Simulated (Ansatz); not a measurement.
# H₃O+: geometry and frequencies at several levels

The task, for H₃O+: geometry and frequencies at several levels. Charge +1.

Program: Ansatz 0.2.0. Level of theory: the levels named in each step. These are calculated values, not measurements.

## (1) The structure to begin with

Bond lengths: O1–H2 0.984 Å, O1–H3 0.984 Å, O1–H4 0.984 Å. Angles: H2–O1–H3 112.0°, H2–O1–H4 112.0°, H3–O1–H4 112.0°.

As a file:

```xyz
4

O     0.0001    0.0008    0.0452
H    -0.5764   -0.7490   -0.2247
H    -0.3582    0.8669   -0.2527
H     0.9324   -0.1301   -0.2397
```

## (2) A rough first relaxation, PBE-D4/def2-SVP

Contents of input.yaml:

```yaml
crystal:
  periodic: [false, false, false]
  atoms:
    - { symbol: O, position_ang: [0.00014, 0.00077, 0.04518] }
    - { symbol: H, position_ang: [-0.57637, -0.749, -0.22471] }
    - { symbol: H, position_ang: [-0.35815, 0.86691, -0.25275] }
    - { symbol: H, position_ang: [0.93237, -0.13006, -0.23971] }
total_charge: 1
basis:
  gaussian: { orbitals: def2-SVP }
hamiltonian:
  xc: pbe
  dispersion: d4
relax:
  f_tol: 0.03
  max_steps: 200
```

Command:

```sh
$ ansatz run input.yaml --threads 1 --pin off --max-ram 2560MiB --backend cpu --events-out ev --progress --plain --runs-dir out
```

Further steps of the session: Relaxation, HF/STO-3G; Frequencies, HF/STO-3G; Relaxation, HF/6-31G*; Frequencies, HF/6-31G*; Relaxation, LDA/def2-SVP; Frequencies, LDA/def2-SVP; Relaxation, PBE-D4/def2-SVP; Frequencies, PBE-D4/def2-SVP; Relaxation, PBE0-D4/def2-TZVPP; Relaxation, MP2/def2-TZVPP; Frequencies, MP2/def2-TZVPP.

Q: Predict the outcome of this session. Wanted: O1–H2 at MP2/def2-TZVPP; O1–H3 at MP2/def2-TZVPP; frequencies at MP2/def2-TZVPP.

As calculated:

```
                     quantity             value
      O1–H2 at MP2/def2-TZVPP           0.977 Å
      O1–H3 at MP2/def2-TZVPP           0.977 Å
frequencies at MP2/def2-TZVPP  880 to 3705 cm⁻¹
```

What this shows: The O–H distance spreads over 0.025 Å, from HF/6-31G* (shortest) to LDA/def2-SVP. No mode is imaginary, so the geometry is a minimum.
